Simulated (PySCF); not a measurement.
H2Si, SMILES [SiH2] (connectivity only; charge and spin as stated), charge +1, multiplicity 2. The structure is a stationary point at PBE-D3(BJ)/def2-TZVPD. The isomer is the one that the SMILES or the coordinates give; other isomers of the formula were not compared.

Computed with PySCF with PBE-D3(BJ)/def2-TZVPD.

Harmonic wavenumbers (cm⁻¹): 871, 2065, 2153. Rotational constants (GHz): 468.5, 148.2, 112.6; symmetry number 2.

Problem. Work out the zero-point energy and the ideal-gas rigid-rotor harmonic-oscillator thermochemistry at 298.15 K and 1 atm.

Solution. ZPE = ½ Σ hcν = ½ × 5090 cm⁻¹ = 7.28 kcal/mol. H − E(el) = 9.68 kcal/mol. Entropy in cal/(mol K): translation 36.14, rotation 13.01, vibration 0.16, spin 1.38, total 50.68. G − E(el) = -5.43 kcal/mol. Cp = 8.51 cal/(mol K).
